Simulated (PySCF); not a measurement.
**How the method moves the HOMO and LUMO of `FC1=CCCC1`**

Compound: C5H7F.
Z-matrix (Å and degrees, PBE0-D3(BJ)/def2-SVP geometry), rows numbered from 1:
```
F 
C   1  1.3277
C   2  1.3332  1  126.09
C   3  1.5019  2  109.87  1  -177.18
C   4  1.5458  3  103.52  2   -12.99
C   2  1.4946  1  119.38  3  -177.21
H   3  1.0909  2  124.74  1    -0.33
H   4  1.1056  3  110.71  2   106.89
H   4  1.1022  3  113.02  2  -134.31
H   5  1.0987  4  112.72  3   144.22
H   5  1.1008  4  109.10  3   -97.07
H   6  1.1053  2  110.09  1    70.41
H   6  1.1018  2  112.25  1   -48.08
```

Basis pcSseg-1 throughout (PySCF), one geometry. Isolated species at its PBE0-D3(BJ)/def2-SVP geometry (one conformer only).

Question: How do the orbital energies, the gap and the dipole change with the method?

Answer: 
```tsv
method	kind	HOMO (eV)	LUMO (eV)	gap (eV)	μ (D)	SCF cycles
BLYP	GGA	-5.47	-0.14	5.33	1.41	15
OPBE	GGA	-5.56	-0.15	5.41	1.41	14
B97-D	GGA	-5.59	-0.19	5.40	1.46	14
PBE	GGA	-5.60	-0.26	5.34	1.42	14
KT2	GGA	-5.65	-0.24	5.41	1.46	15
KT3	GGA	-5.66	-0.22	5.44	1.41	14
BP86	GGA	-5.71	-0.36	5.35	1.45	14
LDA	LDA	-5.74	-0.48	5.27	1.52	14
B97-2	global hybrid	-6.56	0.69	7.25	1.58	14
B3LYP	global hybrid	-6.59	0.51	7.10	1.56	14
PBE0	global hybrid	-6.80	0.76	7.56	1.59	14
mPW1PW91	global hybrid	-6.83	0.73	7.57	1.61	14
BHandHLYP	global hybrid	-7.86	1.90	9.76	1.72	12
CAM-B3LYP	range-separated hybrid	-8.12	1.93	10.05	1.61	12
wB97X-D	range-separated hybrid	-8.65	2.58	11.23	1.65	12
HF	Hartree–Fock	-9.40	4.18	13.58	1.87	11
LC-wPBE	range-separated hybrid	-9.46	3.11	12.57	1.63	12
```

The HOMO spans 3.99 eV, from BLYP down to LC-wPBE, and the gap runs from 5.27 eV (LDA) to 13.58 eV (HF). Over the methods BLYP (0 %), OPBE (0 %), B97-D (0 %), PBE (0 %), KT2 (0 %), KT3 (0 %), BP86 (0 %), LDA (0 %), B97-2 (21 %), B3LYP (20 %), PBE0 (25 %), mPW1PW91 (25 %), BHandHLYP (50 %), HF (100 %), a straight line through the gap against the share of exact exchange rises by 0.83 eV for each 10 % (correlation coefficient 0.999). The dipole ranges from 1.41 D (BLYP) to 1.87 D (HF). This basis has no diffuse functions.
